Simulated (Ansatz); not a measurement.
# singlet [SiN2H5]− at 6 levels

Aim: a comparison of 6 runs (HF/STO-3G, HF/3-21G, B3LYP/6-31G*, HSE06/def2-SVPD, wB97M-V/def2-SVPD, RPA@PBE/def2-SVPD) of singlet [SiN2H5]−. 

The results are computed with Ansatz 0.2.0.

50 further runs of the same task are left out: 50 set aside as unsound or not needed.

### Step 1. Starting point

The species is [SiN2H5]− (8 atoms), meant as a singlet with charge -1. As SMILES of the parent species, `N[SiH]N`. The coordinates come from a PBE0-D4/def2-TZVP relaxation. This is one conformer, not always the lowest. That shape belongs to the parent species and isn't relaxed for this state.

Bond lengths: N1–Si2 1.713 Å, Si2–N3 1.720 Å, N1–H4 1.008 Å, N1–H5 1.005 Å, Si2–H6 1.504 Å, N3–H7 1.008 Å, N3–H8 1.008 Å. Angles: N1–Si2–N3 106.1°, N1–Si2–H6 117.2°, N3–Si2–H6 103.6°, Si2–N1–H4 122.2°, Si2–N1–H5 121.8°, Si2–N3–H7 120.2°, Si2–N3–H8 119.6°, H4–N1–H5 112.8°, H7–N3–H8 111.5°.

### Step 2. The energy at HF/STO-3G (run 1)

input.yaml

```yaml
crystal:
  periodic: [false, false, false]
  atoms:
    - {symbol: "N", position_ang: [-1.027000, 0.622100, -0.768300]}
    - {symbol: Si, position_ang: [0.527700, 0.579900, -0.050700]}
    - {symbol: N, position_ang: [0.789500, -1.052600, 0.425100]}
    - {symbol: H, position_ang: [-1.817900, 0.144500, -0.364600]}
    - {symbol: H, position_ang: [-1.296600, 1.349400, -1.406800]}
    - {symbol: H, position_ang: [0.716400, 1.354100, 1.225100]}
    - {symbol: H, position_ang: [0.730800, -1.794000, -0.255200]}
    - {symbol: H, position_ang: [1.468900, -1.260500, 1.139500]}
basis:
  gaussian: {orbitals: STO-3G}
total_charge: -1
hamiltonian: {xc: hf}
accuracy: high
output: {orbitals: {seedname: orbitals}}
```

Run with:

```sh
$ ansatz run input.yaml --threads 1 --pin off --max-ram 3480MiB --events-out events.jsonl --progress --plain --runs-dir runs
```

Standard output:

```text
Warning: RAYON_NUM_THREADS=1 ignored (pool sized by the plan → 1); use --threads N
Functional definition: HF
  name "HF"
  exchange = exact_x
  correlation = 0
460 factors; integrals over basis functions are off by at most 1.3e-8 eV
mean field evaluation 1: about -10767.4791 eV, gradient 1.2e1 eV
mean field evaluation 2: about -10767.5965 eV, gradient 1.2e1 eV
mean field evaluation 4: about -10768.3419 eV, gradient 7.4e-1 eV
mean field evaluation 8: about -10768.3461 eV, gradient 1.8e-6 eV
mean field -10768.34614214 eV, -395.7294216765 hartree, gradient 1.2e-8 eV, S^2 0.000000; 0 other end points of the search recorded, 0 dependent functions left out
reference -10768.34614214 eV, -395.7294216765 hartree; 17, 17 occupied and 7, 7 virtual orbitals, 460 factors
Total energy: -10768.34614214 eV, -395.7294216765 hartree
```

Run time: 0.14 s. Hardware: 1 thread of Arm Neoverse V2, shared host.

### Step 3. A single-point energy at HF/3-21G (run 2)

molecule.yaml

```yaml
crystal:
  periodic: [false, false, false]
  atoms:
    - {symbol: "N", position_ang: [-1.027000, 0.622100, -0.768300]}
    - {symbol: Si, position_ang: [0.527700, 0.579900, -0.050700]}
    - {symbol: "N", position_ang: [0.789500, -1.052600, 0.425100]}
    - {symbol: H, position_ang: [-1.817900, 0.144500, -0.364600]}
    - {symbol: H, position_ang: [-1.296600, 1.349400, -1.406800]}
    - {symbol: H, position_ang: [0.716400, 1.354100, 1.225100]}
    - {symbol: H, position_ang: [0.730800, -1.794000, -0.255200]}
    - {symbol: H, position_ang: [1.468900, -1.260500, 1.139500]}
basis:
  gaussian: {orbitals: 3-21G.json}
total_charge: -1
hamiltonian: {xc: hf}
accuracy: high
output: {orbitals: {seedname: orbitals}}
```

The basis set 3-21G is read from a file made from the Basis Set Exchange's data (not shown).

Run with:

```sh
$ ansatz run molecule.yaml --threads 1 --pin off --max-ram 3480MiB --events-out events.jsonl --progress --plain --runs-dir runs
```

Standard output:

```text
Warning: RAYON_NUM_THREADS=1 ignored (pool sized by the plan → 1); use --threads N
Functional definition: HF
  name "HF"
  exchange = exact_x
  correlation = 0
982 factors; integrals over basis functions are off by at most 3.9e-9 eV
mean field evaluation 1: about -10843.3407 eV, gradient 1.9e1 eV
mean field evaluation 2: about -10843.6977 eV, gradient 2.0e1 eV
mean field evaluation 4: about -10844.8214 eV, gradient 2.3e0 eV
mean field evaluation 8: about -10844.8385 eV, gradient 1.3e-1 eV
mean field evaluation 16: about -10844.8387 eV, gradient 5.4e-8 eV
mean field -10844.83868243 eV, -398.5404706837 hartree, gradient 5.4e-8 eV, S^2 0.000000; 0 other end points of the search recorded, 0 dependent functions left out
reference -10844.83868243 eV, -398.5404706837 hartree; 17, 17 occupied and 24, 24 virtual orbitals, 982 factors
Total energy: -10844.83868243 eV, -398.5404706837 hartree
```

Wall time 0.32 s (1 thread of Arm Neoverse V2, shared host).

Run 3 isn't shown in full; the table further down has it.

### Step 4. A single-point energy at HSE06/def2-SVPD (run 4)

molecule.yaml

```yaml
crystal:
  periodic: [false, false, false]
  atoms:
    - {symbol: N, position_ang: [-1.027000, 0.622100, -0.768300]}
    - {symbol: Si, position_ang: [0.527700, 0.579900, -0.050700]}
    - {symbol: N, position_ang: [0.789500, -1.052600, 0.425100]}
    - {symbol: H, position_ang: [-1.817900, 0.144500, -0.364600]}
    - {symbol: H, position_ang: [-1.296600, 1.349400, -1.406800]}
    - {symbol: H, position_ang: [0.716400, 1.354100, 1.225100]}
    - {symbol: H, position_ang: [0.730800, -1.794000, -0.255200]}
    - {symbol: H, position_ang: [1.468900, -1.260500, 1.139500]}
basis:
  gaussian:
    orbitals: def2-SVPD
total_charge: -1
hamiltonian:
  xc: {name: HSE06}
accuracy: high
output: {orbitals: {seedname: orbitals}}
```

Run with:

```sh
$ ansatz run molecule.yaml --threads 1 --pin off --max-ram 3480MiB --events-out events.jsonl --progress --plain --runs-dir runs
```

Standard output:

```text
Warning: RAYON_NUM_THREADS=1 ignored (pool sized by the plan → 1); use --threads N
Functional definition: HSE06
  name "HSE06"
  parameter a = 0.25
  parameter omega = 0.11/bohr
  exchange = pbe_x - a*pbe_x_sr(omega) + a*exact_x_sr(omega)
  correlation = pbe_c
2134 factors; integrals over basis functions are off by at most 3.6e-9 eV
126 factors; integrals over basis functions are off by at most 9.0e-10 eV
mean field evaluation 1: about -10924.3294 eV, gradient 3.6e1 eV
mean field evaluation 2: about -10919.8217 eV, gradient 5.6e1 eV
mean field evaluation 4: about -10927.1784 eV, gradient 1.7e0 eV
mean field evaluation 8: about -10927.2987 eV, gradient 1.8e-1 eV
mean field evaluation 16: about -10927.2988 eV, gradient 3.3e-5 eV
mean field -10927.29875342 eV, -401.5708223990 hartree, gradient 6.4e-8 eV, S^2 0.000000; 0 other end points of the search recorded, 0 dependent functions left out
reference -10927.29875719 eV, -401.5708225374 hartree; 17, 17 occupied and 87, 87 virtual orbitals, 2134 factors
Total energy: -10927.29875719 eV, -401.5708225374 hartree
```

Wall time 7.8 s (1 thread of Arm Neoverse V2, shared host); peak memory 0.35 GiB.

Run 5 isn't shown in full; the table further down has it.

### Step 5. The energy at RPA@PBE/def2-SVPD (run 6)

run.yaml

```yaml
crystal:
  periodic: [false, false, false]
  atoms:
    - {symbol: "N", position_ang: [-1.027000, 0.622100, -0.768300]}
    - {symbol: Si, position_ang: [0.527700, 0.579900, -0.050700]}
    - {symbol: N, position_ang: [0.789500, -1.052600, 0.425100]}
    - {symbol: H, position_ang: [-1.817900, 0.144500, -0.364600]}
    - {symbol: H, position_ang: [-1.296600, 1.349400, -1.406800]}
    - {symbol: H, position_ang: [0.716400, 1.354100, 1.225100]}
    - {symbol: H, position_ang: [0.730800, -1.794000, -0.255200]}
    - {symbol: H, position_ang: [1.468900, -1.260500, 1.139500]}
basis:
  gaussian:
    orbitals: def2-SVPD
total_charge: -1
hamiltonian:
  xc: pbe
correlation:
  method: rpa
  frozen_orbitals: {H: 0, "N": 1, Si: 5}
accuracy: high
```

Run with:

```sh
$ ansatz run run.yaml --threads 1 --pin off --max-ram 3480MiB --events-out events.jsonl --progress --plain --runs-dir runs
```

Standard output:

```text
Warning: RAYON_NUM_THREADS=1 ignored (pool sized by the plan → 1); use --threads N
Functional definition: PBE
  name "PBE"
  parameter kappa = 0.804
  parameter beta = 0.06672455060314922
  exchange = pbe_x(kappa = kappa, mu = beta*pi^2/3)
  correlation = pbe_c(beta = beta)
2134 factors; integrals over basis functions are off by at most 3.6e-9 eV
mean field evaluation 1: about -10921.8887 eV, gradient 4.7e1 eV
mean field evaluation 2: about -10921.8865 eV, gradient 4.7e1 eV
mean field evaluation 4: about -10926.0573 eV, gradient 1.4e1 eV
mean field evaluation 8: about -10926.7088 eV, gradient 2.0e-1 eV
mean field evaluation 16: about -10926.7087 eV, gradient 2.1e-5 eV
mean field evaluation 32: about -10906.6150 eV, gradient 4.6e1 eV
mean field -10926.70872578 eV, -401.5491392833 hartree, gradient 9.9e-9 eV, S^2 0.000000; 2 other end points of the search recorded, 0 dependent functions left out
7 core orbitals not correlated: weight in the atoms' cores, before any rotation towards them, 1.000 or more for the frozen orbitals, at most 0.000 for the correlated occupied ones
reference -10898.46686299 eV, -400.5112699688 hartree; 10, 10 occupied and 87, 87 virtual orbitals, 2134 factors
Total energy: -10920.19785652 eV, -401.3098692513 hartree
```

Wall time 13 s (1 thread of Arm Neoverse V2, shared host); peak memory 0.41 GiB.

### Step 6. All runs side by side

```csv
run,level,Cartesian functions,frozen core orbitals,energy (Eh),HOMO energy (eV),LUMO energy (eV),HOMO–LUMO gap (eV),wall time
1,HF/STO-3G,no,–,-395.729422,5.46,22.04,16.58,0.14 s
2,HF/3-21G,no,–,-398.540471,1.07,11.67,10.60,0.32 s
3,B3LYP/6-31G* (Cartesian functions),yes,–,-401.965600,3.20,6.89,3.69,3.9 s
4,HSE06/def2-SVPD,no,–,-401.570823,2.40,4.47,2.07,7.8 s
5,wB97M-V/def2-SVPD,no,–,-401.763837,0.19,6.05,5.87,64 s
6,RPA@PBE/def2-SVPD,no,7,-401.309869,–,–,–,13 s
```

### Step 7. What came out

| quantity | value |
| --- | --- |
| run 6: total energy | -401.30987 Eh |
| run 6: RPA correlation energy (valence) | -798.6 mEh |

**Reading.** Over runs 1, 2, 3, 4, 5 the HOMO–LUMO gap runs from 2.07 eV (HSE06/def2-SVPD) to 16.58 eV (HF/STO-3G). The two ends differ in method and basis. The empty levels of an anion lie above zero and hang on the basis. Totals of different functionals can't be ranked against each other. In runs 1, 2, 3, 4, 5 the HOMO lies above zero, so the outermost electron may be held by the basis alone. In run 1 the basis is minimal, so the values are rough. All runs together took 89 s, the longest 64 s.
